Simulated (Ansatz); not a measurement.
Compare A (`CC(N)C=N`) with its isomer B (`CNC(C)=N`).

Gas-phase electronic energies from Ansatz, PBE0-D4/def2-TZVP geometries. CCSD(T)/CBS is the MP2 limit (def2-TZVPP, def2-QZVPP) plus CCSD(T) − MP2 in def2-TZVPP, frozen cores. DFT in def2-TZVPP. B3LYP here is the variant with VWN-RPA as its local correlation; programs differ in this. Each species was taken in one conformer, which may not be the lowest.

(1) Which is lower in electronic energy at CCSD(T)/CBS, and by how much? (An estimate is asked.)

(2) Give E(B) − E(A) in kJ/mol with B3LYP-D4, B2PLYP, HF/def2-TZVPP, PBE0-D4, B3LYP, MP2/def2-TZVPP, PBE-D4. (An estimate is asked.)

Largest T1 diagnostic: 0.012.

Results:

(1) Computed: B, by 37.7 kJ/mol.

(2) Ansatz gave: B3LYP-D4 -49.6, B2PLYP -46.5, HF/def2-TZVPP -43.0, PBE0-D4 -50.4, B3LYP -50.5, MP2/def2-TZVPP -40.8, PBE-D4 -52.2. None reverses the order clearly.
